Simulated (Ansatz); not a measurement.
Mulliken charges of CH2 (`[CH2]`) (triplet) from r2SCAN/def2-TZVPP in Ansatz (PBE0-D4/def2-TZVP geometry).

```tsv
atom	x (Å)	y (Å)	z (Å)	charge (e)
C1	0.165	-0.210	0.069	-0.270
H2	0.556	0.743	0.387	0.135
H3	-0.721	-0.533	-0.456	0.135
```

Problem. By hand: the dipole of these point charges (1 e Å = 4.8032 D).

Solution. Σ q r = (-0.067, 0.085, -0.028) e Å, of length 0.112 e Å = 0.54 D.

Problem. How does the dipole of the full density compare? (Best estimate.)

Solution. Ansatz gave: (-0.074, 0.094, -0.031) e Å, 0.59 D; the point charges give 0.92 times that, at 0° from its direction.

Point charges leave out the atoms' own dipoles, such as those of lone pairs, and Mulliken's split depends on the basis, so the close match here is no proof of good charges.
